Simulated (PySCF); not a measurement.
# Working out the ionisation energy of Si

Si [Ne] 3s2 3p2 (3P) → Si⁺ [Ne] 3s2 3p1 (2P). All numbers are calculated (PySCF 2.14, scalar relativity by spin-free X2C-1e, in aug-cc-pCVQZ-DK). Frozen: nothing. Energies in hartree (1 hartree = 27.21139 eV):

| part | Si (lower) | Si⁺ (upper) |
| --- | --- | --- |
| UHF | -289.461332 | -289.181102 |
| MP2 opposite-spin | -0.326033 | -0.317112 |
| MP2 same-spin | -0.105699 | -0.098178 |

Q: What does Hartree-Fock give?

A: (-289.181102) − (-289.461332) = 0.280230 hartree = 7.625 eV.

Q: What do MP2 and SCS-MP2 (6/5 opposite-spin, 1/3 same-spin) give?

A: The opposite-spin parts differ by 0.243 eV and the same-spin parts by 0.205 eV. MP2: 7.625 + (0.243) + (0.205) = 8.073 eV. SCS-MP2: 7.625 + 1.2 × (0.243) + (0.205)/3 = 7.985 eV.

Measured between the centres of the two terms (NIST): 8.157 eV, so MP2 (all electrons) is off by -0.084 eV.

What remains against the reference includes basis incompleteness and correlation beyond second order.
